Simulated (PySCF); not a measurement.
Input of a driver script around PySCF for `C=C/C=C\Cl`, coordinates in Å (PBE0-D3(BJ)/def2-SVP geometry):
```
{"job": {"kind": "eom", "basis": "aug-cc-pVDZ", "nee": 0}, "charge": 0, "multiplicity": 1}
C     -1.399786     0.748775    -0.287412
C     -0.213623     0.549557     0.305385
C      0.771018    -0.402628    -0.168856
C      1.971822    -0.645809     0.377836
Cl     2.574293     0.155249     1.781577
H     -2.114441     1.476869     0.102517
H     -1.693176     0.189579    -1.181350
H      0.052826     1.123811     1.198555
H      0.522353    -0.987651    -1.060868
H      2.667946    -1.379615    -0.031972
```

Question: What does the run print?

Answer: 
```
E(HF) = -613.8623071462
E(MP2) = -614.5605080900
E(CCSD) = -614.6083581124
T1 diagnostic = 0.0113

EOM-IP-CCSD (eV)   Koopmans (eV)
   8.9283       8.8875
  11.3327      11.8304
  11.3416      12.3420
  12.7152      13.8881
  13.0849      14.1443
  13.9532      15.1125
  14.1855      15.8141
  15.7659      17.3336
```

Level of theory: CCSD and EOM-CCSD/aug-cc-pVDZ in PySCF, restricted Hartree–Fock reference, 9 core orbitals frozen, non-relativistic, gas phase, PBE0-D3(BJ)/def2-SVP geometry. Each EOM-IP line stands beside −ε of the orbital with the largest one-hole amplitude.

Question: What correlation energies follow, and how does the T1 diagnostic stand?

Answer: MP2 -0.69820 Eh, CCSD -0.74605 Eh; CCSD lies 47.9 mEh below MP2. T1 = 0.0113, below the customary warning level of 0.02.

Question: Which orbital leads each EOM-IP root, and how large is the one-hole share of its vector?

Answer: 8.93 eV: HOMO, one-hole share 0.96; 11.33 eV: HOMO-1, one-hole share 0.94; 11.34 eV: HOMO-2, one-hole share 0.95; 12.72 eV: HOMO-3, one-hole share 0.95; 13.08 eV: HOMO-4, one-hole share 0.93; 13.95 eV: HOMO-5, one-hole share 0.95; 14.19 eV: HOMO-6, one-hole share 0.95; 15.77 eV: HOMO-7, one-hole share 0.93.

The run took 7.6 min of wall time on Arm Neoverse V1, one thread, no GPU, shared host with 32 logical CPUs at a one-minute load of 26, and the process peaked at 2.9 GiB of memory.

Shape of the structure used: `[CH2:1]=[CH:2]/[CH:3]=[CH:4]\[Cl:5]`: C1–C2–C3–C4 180°.
